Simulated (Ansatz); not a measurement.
Geometry optimisation, Ansatz 0.2.0, RKS B3LYP-D4/def2-SVP.

input.yaml

```yaml
crystal:
  periodic: [false, false, false]
  atoms:
    - { symbol: Si, position_ang: [-0.074057, -0.053648, -1.031173] }
    - { symbol: H, position_ang: [1.178155, 0.016507, 1.314337] }
    - { symbol: H, position_ang: [1.759937, -0.023846, 0.893521] }
    - { symbol: Cl, position_ang: [-1.141293, 1.648844, -0.411168] }
    - { symbol: H, position_ang: [-0.831541, -1.041156, -0.134717] }
basis:
  gaussian: { orbitals: def2-SVP }
hamiltonian:
  xc: b3lyp
  dispersion: d4
relax:
  f_tol: 0.03
  max_steps: 50
```

Command:

```bash
$ ansatz run input.yaml --threads 1 --pin off --max-ram 2048MiB --backend cpu --events-out ev --progress --plain --runs-dir out
```

Where does it end, and by what steps?

The run converged. The force dipped under the threshold on the way, but the program's further checks kept it going. After 7 steps the energy has fallen by 0.050 eV; H3 moved furthest, 0.19 Å.

```csv
step,energy less start (eV),largest force component (eV/Å),accepted
0,0.0000,1.424,yes
1,-0.0252,0.774,yes
2,0.0126,1.362,no
3,-0.0431,0.067,yes
4,-0.0471,0.026,yes
5,-0.0483,0.101,yes
6,-0.0495,0.039,yes
7,-0.0499,0.014,yes
```

```xyz
5
Properties=species:S:1:pos:R:3
Si 0.001 -0.034 -0.959
H 1.111 -0.157 1.284
H 1.642 0.072 0.779
Cl -1.143 1.669 -0.464
H -0.720 -1.003 -0.010
```

Whether the end is a true minimum wasn't checked by a vibrational analysis.

Run time: 8.3 s on 1 thread of Arm Neoverse V2 (shared host), peak memory 0.1 GiB.
